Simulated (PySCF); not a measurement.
# H3S+ (sulfonium) at PBE0/SBKJC (core potential)

Aim: the vertical singlet–triplet gap of H3S+ (sulfonium) at PBE0/SBKJC (core potential), from 2 runs. 

The calculation is run with PySCF 2.14.0.

6 further runs of the same task are left out: 1 that didn't finish, 5 set aside as unsound or not needed.

### Step 1. Starting point

The species is H3S+ (4 atoms), meant as a singlet with charge +1. As SMILES, `[SH3+]`. The coordinates come from a GFN2-xTB relaxation.

Bond lengths: S1–H2 1.356 Å, S1–H3 1.355 Å, S1–H4 1.355 Å. Angles: H2–S1–H3 93.7°, H2–S1–H4 93.7°, H3–S1–H4 93.7°.

### Step 2. The energy at PBE0/SBKJC (core potential)

Contents of run.py:

```python
from pyscf import gto, dft

molecule = gto.M(
    atom='''
S    0.301620  -0.100910  -0.445950
H    0.848020   0.280920   0.734350
H   -0.494150  -1.037930   0.125030
H   -0.655500   0.857920  -0.413440
''',
    basis='sbkjc',
    charge=1,
    ecp={'S': 'sbkjc'},
    verbose=4,
    max_memory=1860,
)

calc0 = dft.RKS(molecule)
calc0.xc = 'pbe0'
calc0.conv_tol = 1e-10
calc0.grids.level = 5
calc0.kernel()
if not calc0.converged:
    calc0 = calc0.newton().run(calc0.mo_coeff, calc0.mo_occ)

e_final = calc0.e_tot
print('E(%s) = %.9f' % ('PBE0', e_final))
```

On the command line:

```
$ OMP_NUM_THREADS=1 python run.py
```

Standard output:

```text
PySCF version 2.14.0

[INPUT] num. atoms = 4
[INPUT] num. electrons = 8
[INPUT] charge = 1
[INPUT] spin (= nelec alpha-beta = 2S) = 0
[INPUT] symmetry False subgroup None
[INPUT] Mole.unit = angstrom
[INPUT] Symbol           X                Y                Z      unit          X                Y                Z       unit  Magmom
[INPUT]  1 S      0.301620000000  -0.100910000000  -0.445950000000 AA    0.569979193691  -0.190692263230  -0.842723365250 Bohr   0.0
[INPUT]  2 H      0.848020000000   0.280920000000   0.734350000000 AA    1.602525548154   0.530861862913   1.387720379574 Bohr   0.0
[INPUT]  3 H     -0.494150000000  -1.037930000000   0.125030000000 AA   -0.933808164454  -1.961403436470   0.236272457354 Bohr   0.0
[INPUT]  4 H     -0.655500000000   0.857920000000  -0.413440000000 AA   -1.238715474652   1.621233836787  -0.781288368940 Bohr   0.0

nuclear repulsion = 7.8303936869978
number of shells = 10
number of NR pGTOs = 25
number of NR cGTOs = 14
basis = sbkjc
ecp = {'S': 'sbkjc'}

******** <class 'pyscf.dft.rks.RKS'> ********
method = RKS
initial guess = minao
damping factor = 0
level_shift factor = 0
DIIS = <class 'pyscf.scf.diis.CDIIS'>
diis_start_cycle = 1
diis_space = 8
diis_damp = 0
SCF conv_tol = 1e-10
SCF conv_tol_grad = None
SCF max_cycles = 50
direct_scf = True
direct_scf_tol = 1e-13
XC library pyscf.dft.libxc version 7.0.0
    S. Lehtola, C. Steigemann, M. J.T. Oliveira, and M. A.L. Marques.,  SoftwareX 7, 1–5 (2018)
XC functionals = pbe0
radial grids:
    Treutler-Ahlrichs [JCP 102, 346 (1995); DOI:10.1063/1.469408] (M4) radial grids

becke partition: Becke, JCP 88, 2547 (1988); DOI:10.1063/1.454033
pruning grids: <function nwchem_prune>
grids dens level: 5
symmetrized grids: False
atomic radii adjust function: <function treutler_atomic_radii_adjust>
small_rho_cutoff = 0
Set gradient conv threshold to 1e-05
Initial guess from minao.
tot grids = 113672
init E= -11.2936072004375
  HOMO = -0.240155589938614  LUMO = 0.0963311411371631  gap/eV = 9.15627
cycle= 1 E= -11.4380800060163  delta_E= -0.144  |g|= 0.535  |ddm|= 2.28
  HOMO = -0.791393793560712  LUMO = -0.307416830322424  gap/eV = 13.16968
cycle= 2 E= -11.5050670506565  delta_E= -0.067  |g|= 0.342  |ddm|= 1.24
  HOMO = -0.657081291625866  LUMO = -0.242281604809672  gap/eV = 11.28727
cycle= 3 E= -11.5518254259314  delta_E= -0.0468  |g|= 0.0274  |ddm|= 0.512
  HOMO = -0.658217178730788  LUMO = -0.235203625776835  gap/eV = 11.51079
cycle= 4 E= -11.5521344478886  delta_E= -0.000309  |g|= 0.000716  |ddm|= 0.0358
  HOMO = -0.657925229306919  LUMO = -0.234937580869147  gap/eV = 11.51008
cycle= 5 E= -11.5521346733851  delta_E= -2.25e-07  |g|= 4.34e-05  |ddm|= 0.00135
  HOMO = -0.657928974946937  LUMO = -0.234933900708563  gap/eV = 11.51028
cycle= 6 E= -11.5521346741104  delta_E= -7.25e-10  |g|= 5.44e-07  |ddm|= 6.94e-05
  HOMO = -0.657929257710618  LUMO = -0.234934016809186  gap/eV = 11.51029
cycle= 7 E= -11.5521346741107  delta_E= -2.49e-13  |g|= 1.11e-07  |ddm|= 2.24e-06
  HOMO = -0.657929221975823  LUMO = -0.2349339961588  gap/eV = 11.51029
Extra cycle  E= -11.5521346741107  delta_E=    0  |g|= 4.94e-08  |ddm|= 3.1e-07
converged SCF energy = -11.5521346741107
E(PBE0) = -11.552134674
```

Wall time 1.1 s (1 thread of Arm Neoverse V2, shared host); peak memory 0.16 GiB.

### Step 3. The triplet, same level

Contents of calc.py:

```python
from pyscf import gto, dft

system = gto.Mole()
system.atom = '''
S      0.569979    -0.190692    -0.842723
H      1.602526     0.530862     1.387720
H     -0.933808    -1.961403     0.236272
H     -1.238715     1.621234    -0.781288
'''
system.basis = 'sbkjc'
system.spin = 2
system.max_memory = 1860
system.charge = 1
system.verbose = 4
system.ecp = {'S': 'sbkjc'}
system.unit = 'bohr'
system.build()

mf = dft.UKS(system)
mf.xc = 'pbe0'
mf.grids.level = 5
mf.conv_tol = 1e-10
mf.kernel()
if not mf.converged:
    mf = mf.newton().run(mf.mo_coeff, mf.mo_occ)

etot = mf.e_tot
print('E(%s) = %.9f' % ('PBE0', etot))
```

On the command line:

```
$ OMP_NUM_THREADS=1 python calc.py
```

Standard output:

```text
PySCF version 2.14.0

[INPUT] num. atoms = 4
[INPUT] num. electrons = 8
[INPUT] charge = 1
[INPUT] spin (= nelec alpha-beta = 2S) = 2
[INPUT] symmetry False subgroup None
[INPUT] Mole.unit = bohr
[INPUT] Symbol           X                Y                Z      unit          X                Y                Z       unit  Magmom
[INPUT]  1 S      0.301619897503  -0.100909860705  -0.445949806718 AA    0.569979000000  -0.190692000000  -0.842723000000 Bohr   0.0
[INPUT]  2 H      0.848020239107   0.280920072543   0.734349799138 AA    1.602526000000   0.530862000000   1.387720000000 Bohr   0.0
[INPUT]  3 H     -0.494149912975  -1.037929769030   0.125029757978 AA   -0.933808000000  -1.961403000000   0.236272000000 Bohr   0.0
[INPUT]  4 H     -0.655499748825   0.857920086369  -0.413439804765 AA   -1.238715000000   1.621234000000  -0.781288000000 Bohr   0.0

nuclear repulsion = 7.83039525688655
number of shells = 10
number of NR pGTOs = 25
number of NR cGTOs = 14
basis = sbkjc
ecp = {'S': 'sbkjc'}

******** <class 'pyscf.dft.uks.UKS'> ********
method = UKS
initial guess = minao
damping factor = 0
level_shift factor = 0
DIIS = <class 'pyscf.scf.diis.CDIIS'>
diis_start_cycle = 1
diis_space = 8
diis_damp = 0
SCF conv_tol = 1e-10
SCF conv_tol_grad = None
SCF max_cycles = 50
direct_scf = True
direct_scf_tol = 1e-13
number electrons alpha = 5  beta = 3
XC library pyscf.dft.libxc version 7.0.0
    S. Lehtola, C. Steigemann, M. J.T. Oliveira, and M. A.L. Marques.,  SoftwareX 7, 1–5 (2018)
XC functionals = pbe0
radial grids:
    Treutler-Ahlrichs [JCP 102, 346 (1995); DOI:10.1063/1.469408] (M4) radial grids

becke partition: Becke, JCP 88, 2547 (1988); DOI:10.1063/1.454033
pruning grids: <function nwchem_prune>
grids dens level: 5
symmetrized grids: False
atomic radii adjust function: <function treutler_atomic_radii_adjust>
small_rho_cutoff = 0
Set gradient conv threshold to 1e-05
tot grids = 113672
init E= -11.2936073368861

[... the frontier-level lines of each cycle are left out ...]
[... 3 lines left out ...]
[... 5 lines left out ...]
[... 5 lines left out ...]
[... 5 lines left out ...]
[... 5 lines left out ...]
[... 5 lines left out ...]
[... 5 lines left out ...]
[... 5 lines left out ...]
[... 5 lines left out ...]
[... 5 lines left out ...]
[... 5 lines left out ...]
[... 5 lines left out ...]
[... 5 lines left out ...]
[... 5 lines left out ...]
[... 5 lines left out ...]
[... 5 lines left out ...]
[... 5 lines left out ...]

cycle= 17 E= -11.2253809172457  delta_E= -2.47e-07  |g|= 6.38e-05  |ddm|= 0.0726


cycle= 18 E= -11.2253809158449  delta_E= 1.4e-09  |g|= 7.26e-05  |ddm|= 0.000126


cycle= 19 E= -11.2253809377779  delta_E= -2.19e-08  |g|= 6.29e-05  |ddm|= 0.0154


cycle= 20 E= -11.2253809393478  delta_E= -1.57e-09  |g|= 4.33e-05  |ddm|= 0.00116


cycle= 21 E= -11.2253809464744  delta_E= -7.13e-09  |g|= 5.86e-05  |ddm|= 0.0255


cycle= 22 E= -11.2253809513034  delta_E= -4.83e-09  |g|= 4.3e-06  |ddm|= 0.00871


cycle= 23 E= -11.2253809515215  delta_E= -2.18e-10  |g|= 4.7e-06  |ddm|= 0.00446


cycle= 24 E= -11.2253809515865  delta_E= -6.5e-11  |g|= 7.39e-07  |ddm|= 0.00126


Extra cycle  E= -11.2253809515871  delta_E= -6.11e-13  |g|= 2.63e-07  |ddm|= 1.99e-06
converged SCF energy = -11.2253809515871  <S^2> = 2.0031134  2S+1 = 3.0020749
E(PBE0) = -11.225380952
```

It took 3.6 s on 1 thread of Arm Neoverse V2, shared host; peak memory 0.17 GiB.

### Step 4. Outcome

At PBE0/SBKJC (core potential):

```
                                        quantity         value
                           singlet: total energy  -11.55213 Eh
                            singlet: HOMO energy     -17.90 eV
                            singlet: LUMO energy      -6.39 eV
                          singlet: HOMO–LUMO gap      11.51 eV
                           triplet: total energy  -11.22538 Eh
     triplet: HOMO energy (highest over α and β)      -9.46 eV
                                   triplet: ⟨S²⟩         2.003
vertical energy of the triplet above the singlet      8.891 eV
```

What this shows: At this shape the triplet lies 8.89 eV (205 kcal/mol) above the singlet. Mulliken charges (singlet) run from +0.22 on H3 to +0.33 on S1; they depend strongly on the basis.
